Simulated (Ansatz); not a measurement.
**C2H5OS radical: basis-set convergence**

An exercise on one series of results from a longer session: the logs are not shown, and one member is left open.

Computed with Ansatz 0.2.0, Gaussian basis. Level: one geometry, several basis sets.

Plan: PBE0-D4/def2-SVP; ωB97M-V/def2-SVP; PBE0-D4/def2-QZVPP; ωB97M-V/def2-QZVPP; the functionals' def2-TZVPP values are taken from earlier runs.

**The geometry**

The geometry comes from an earlier relaxation with PBE0-D4 in a triple-zeta def2 set; it is a stationary point, not always the lowest conformer.

9 atoms, charge 0, spin multiplicity 2.

Atoms are counted from 1 here; the program's logs count them from 0.

Bond lengths: C1–S2 1.711 Å, C1–H5 1.083 Å, C1–H6 1.084 Å, S2–C3 1.804 Å, S2–O4 1.474 Å, C3–H7 1.091 Å, C3–H8 1.090 Å, C3–H9 1.090 Å. Angles: S2–C1–H5 116.1°, S2–C1–H6 117.8°, H5–C1–H6 120.1°, C1–S2–C3 99.4°, C1–S2–O4 111.4°, C3–S2–O4 108.4°, S2–C3–H7 109.3°, S2–C3–H8 108.5°, S2–C3–H9 106.4°, H7–C3–H8 111.4°, H7–C3–H9 110.2°, H8–C3–H9 110.8°.

Set-up of the first run:

File in.yaml:

```yaml
crystal:
  periodic: [false, false, false]
  atoms:
    - {symbol: C, position_ang: [-0.435558, 1.273009, -0.614029]}
    - {symbol: S, position_ang: [-0.529961, -0.435257, -0.630745]}
    - {symbol: C, position_ang: [0.396323, -0.797650, 0.874559]}
    - {symbol: O, position_ang: [0.203264, -1.003002, -1.776673]}
    - {symbol: H, position_ang: [-0.407978, 1.758782, -1.581343]}
    - {symbol: H, position_ang: [-0.841640, 1.793977, 0.245366]}
    - {symbol: H, position_ang: [-0.072653, -0.290070, 1.718189]}
    - {symbol: H, position_ang: [1.425597, -0.468390, 0.735575]}
    - {symbol: H, position_ang: [0.351107, -1.877701, 1.012201]}
basis:
  gaussian: {orbitals: def2-SVP}
magnetization: {spin_polarized: true, initial_magnetization: 1}
hamiltonian: {xc: pbe0, dispersion: d4}
output: {orbitals: {seedname: orbitals}}
```

The run is started by

```console
$ ansatz run in.yaml --threads 4 --pin off --events-out ev --progress --plain --max-ram 10444MiB
```

Steps of the session up to this table: PBE0-D4 in def2-SVP; ωB97M-V in def2-SVP; PBE0-D4 in def2-QZVPP; ωB97M-V in def2-QZVPP.

One of the session's tables, all rows but one given; the rest of the session is left out.

It belongs to the step «Functionals by basis». 

| functional | basis | HOMO (eV) | LUMO (eV) |
| --- | --- | --- | --- |
| PBE0-D4 | def2-SVP | -6.04 | -2.37 |
| PBE0-D4 | def2-TZVPP | -6.23 | -2.57 |
| PBE0-D4 | def2-QZVPP | -6.28 | -2.64 |
| ωB97M-V | def2-SVP | ? | ? |
| ωB97M-V | def2-TZVPP | -8.32 | -0.74 |
| ωB97M-V | def2-QZVPP | -8.37 | -0.84 |

Q: Estimate the row for ωB97M-V, def2-SVP from the others.

As computed: HOMO (eV): -8.11; LUMO (eV): -0.42. In the column «HOMO (eV)» it lies between ωB97M-V, def2-TZVPP (-8.32) and PBE0-D4, def2-QZVPP (-6.28).
